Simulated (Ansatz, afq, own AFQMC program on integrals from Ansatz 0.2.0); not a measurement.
AFQMC on a folder of integrals that Ansatz 0.2.0 wrote.

```yaml
crystal:
  periodic: [false, false, false]
  atoms:
    - {symbol: B, position_ang: [0.000000, -0.185227, 0.772970]}
    - {symbol: N, position_ang: [0.000000, 0.087426, -0.705019]}
    - {symbol: H, position_ang: [0.000000, 0.771807, 1.506451]}
basis:
  gaussian: {orbitals: cc-pVDZ}
magnetization: {spin_polarized: true, initial_magnetization: 3}
correlation: {method: ccsd_t, electrons: outside_noble_gas, hamiltonian_folder: ham}
```

```sh
$ ansatz run in.yaml --threads 1 --pin off --events-out ev --progress --plain --max-ram 1382MiB
```

afq runs on the folder ham with

```
--method phaseless --trial cisd --walkers 20 --populations 1 --least-time 40 --time-step 0.005 --steps-per-block 10 --equilibration-blocks 200 --max-blocks 1200 --target-error 0.00072 --factor-cut 0.0001 --start spin_pure --seed 6230 --taylor-order 4
```

Times are imaginary, in 1/Eh. The walk had a cap of 268 s.

Output of the walk:

```
orbitals 31  electrons 6 3  factors 193 of 312
reference energy -79.57906362 Eh
CCSD correlation -0.18052277 Eh in 14 cycles, weight of the determinant in the CISD state 0.9174
energy of the start -79.759434 Eh
 block  time / (1/Eh)  mean weight  energy / Eh
     1     0.050  0.9969  -79.758596
     2     0.100  0.9993  -79.758120
     3     0.150  0.9997  -79.757899
     4     0.200  0.9985  -79.758126
     5     0.250  1.0006  -79.757876
     8     0.400  1.0024  -79.759791
    26     1.300  1.0039  -79.761218
   101     5.050  1.0003  -79.760203
   176     8.800  0.9995  -79.761928
   251    12.550  0.9992  -79.758922
   326    16.300  0.9965  -79.765742
   401    20.050  0.9973  -79.768393
   476    23.800  0.9974  -79.762959
   551    27.550  1.0025  -79.759660
   626    31.300  0.9976  -79.762557
   701    35.050  0.9974  -79.762727
   776    38.800  1.0015  -79.761400
   851    42.550  0.9982  -79.762726
   876    43.800  1.0030  -79.757672
   926    46.300  1.0005  -79.765725
   976    48.800  1.0016  -79.774192
blocks merged  error / Eh  count
     1  0.000167  800
     2  0.000228  400
     4  0.000308  200
     8  0.000392  100
    16  0.000510  50
    32  0.000590  25
    64  0.000552  12
energy -79.764392 +/- 0.000590 Eh
(rows thinned)
```

The run passed its tests (sampling time, drift between the halves within three errors, error under three times the target), which doesn't prove that it has relaxed.

Against this walk (error 16.0 meV) on the same determinant: CCSD(T) 25.9 meV higher (within the noise), CCSDT(Q) 4.8 meV lower (within the noise), a separate phaseless walk with a CISD trial and standard settings 12.6 ± 17.6 meV higher (within the noise). The error is statistical and leaves out the bias of the constraint.

Cautions: constraint bias not in the error; lower spins were not checked; so few walkers bias the energy.

The walk took 36 s on 1 thread of AMD EPYC 9R45 96-Core Processor (Zen 5), on a shared host. The log's last line is the phaseless energy.

CCSDT and higher add their correlation energy to the determinant of the CCSD(T) run, since their own runs factorise the integrals more tightly (a shift of under 2 meV). A walk keeps the symmetry of its determinant, which the program's search chose and which needn't be the lowest solution, so a lower state of the same spin and another symmetry isn't excluded.
